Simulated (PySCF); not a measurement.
Species: trifluoromethoxymethane, C2H3F3O.
Numbering: `[CH3:1][O:2][C:3]([F:4])([F:5])[F:6]` (hydrogens: H7, H8, H9 on C1)

The same species was optimised twice, with GFN2-xTB and with PBE0-D3(BJ)/def2-SVP (PySCF), and the same property calculations (PySCF, gas phase) were run on both structures.

| coordinate | GFN2-xTB | PBE0-D3(BJ)/def2-SVP | change |
| --- | --- | --- | --- |
| C1–O2 (Å) | 1.434 | 1.417 | -0.017 |
| O2–C3 (Å) | 1.317 | 1.334 | +0.017 |
| C3–F4 (Å) | 1.348 | 1.339 | -0.009 |
| C3–F6 (Å) | 1.348 | 1.339 | -0.009 |
| C3–F5 (Å) | 1.325 | 1.318 | -0.007 |
| F4–C3–F6 (°) | 104.8 | 106.4 | +1.6 |
| F5–C3–F6 (°) | 107.1 | 108.6 | +1.5 |
| O2–C3–F5 (°) | 109.9 | 108.5 | -1.4 |
| O2–C3–F6 (°) | 113.7 | 112.3 | -1.4 |
| F4–C3–F5 (°) | 107.1 | 108.5 | +1.4 |
| C1–O2–C3 (°) | 115.1 | 116.4 | +1.3 |
| O2–C3–F4 (°) | 113.7 | 112.4 | -1.3 |
| C1–O2–C3–F4 (°) | 60 | 60 | 0 |

Rotational constants: A = 5520, B = 3085, C = 3054 MHz (GFN2-xTB) against A = 5501, B = 3088, C = 3065 MHz (PBE0-D3(BJ)/def2-SVP).

On the GFN2-xTB structure: lowest singlet, TDDFT (eV) 9.23 [CAM-B3LYP/def2-SVPD]; lowest triplet, Tamm–Dancoff (eV) 9.03 [CAM-B3LYP/def2-SVPD]; isotropic polarisability (au) 33.5 [CAM-B3LYP/def2-SVPD]; HOMO (eV) -11.28 [CAM-B3LYP/def2-SVPD]; LUMO (eV) 1.17 [CAM-B3LYP/def2-SVPD]; dipole (D) 2.77 [CAM-B3LYP/def2-SVPD]; HOMO (eV) -9.66 [PBE0/pcSseg-1]; LUMO (eV) 1.61 [PBE0/pcSseg-1]; dipole (D) 2.77 [PBE0/pcSseg-1]; GIAO shielding of C1 (ppm) 130.8 [PBE0/pcSseg-1]; GIAO shielding of O2 (ppm) 247.0 [PBE0/pcSseg-1]; GIAO shielding of C3 (ppm) 55.5 [PBE0/pcSseg-1]; GIAO shielding of F4/F5/F6 (mean) (ppm) 252.2 [PBE0/pcSseg-1].

Q: What do these properties become on the PBE0-D3(BJ)/def2-SVP structure?

A: 
```csv
property,level,on GFN2-xTB,on PBE0-D3(BJ)/def2-SVP,change
"lowest singlet, TDDFT (eV)",CAM-B3LYP/def2-SVPD,9.23,9.03,-0.20
"lowest triplet, Tamm–Dancoff (eV)",CAM-B3LYP/def2-SVPD,9.03,8.85,-0.18
isotropic polarisability (au),CAM-B3LYP/def2-SVPD,33.5,33.6,+0.1
HOMO (eV),CAM-B3LYP/def2-SVPD,-11.28,-11.07,+0.21
LUMO (eV),CAM-B3LYP/def2-SVPD,1.17,1.19,+0.02
dipole (D),CAM-B3LYP/def2-SVPD,2.77,2.49,-0.28
"energy, GFN2-xTB geometry as zero (kcal/mol)",CAM-B3LYP/def2-SVPD,0.0,-0.3,-0.3
HOMO (eV),PBE0/pcSseg-1,-9.66,-9.44,+0.22
LUMO (eV),PBE0/pcSseg-1,1.61,1.63,+0.02
dipole (D),PBE0/pcSseg-1,2.77,2.48,-0.29
"energy, GFN2-xTB geometry as zero (kcal/mol)",PBE0/pcSseg-1,0.0,-0.3,-0.3
GIAO shielding of C1 (ppm),PBE0/pcSseg-1,130.8,132.0,+1.2
GIAO shielding of O2 (ppm),PBE0/pcSseg-1,247.0,245.4,-1.6
GIAO shielding of C3 (ppm),PBE0/pcSseg-1,55.5,56.3,+0.8
GIAO shielding of F4/F5/F6 (mean) (ppm),PBE0/pcSseg-1,252.2,257.5,+5.3
```

The heavy atoms differ by 0.016 Å rms after alignment. Among bonds between heavy atoms C1–O2 and O2–C3 change most and about equally (-0.017 to +0.017 Å). Changes are differences of the printed values. Neither structure is proved a minimum here.

Conformer computed: `[CH3:1][O:2][C:3]([F:4])([F:5])[F:6]`: C1–O2–C3–F4 60°.
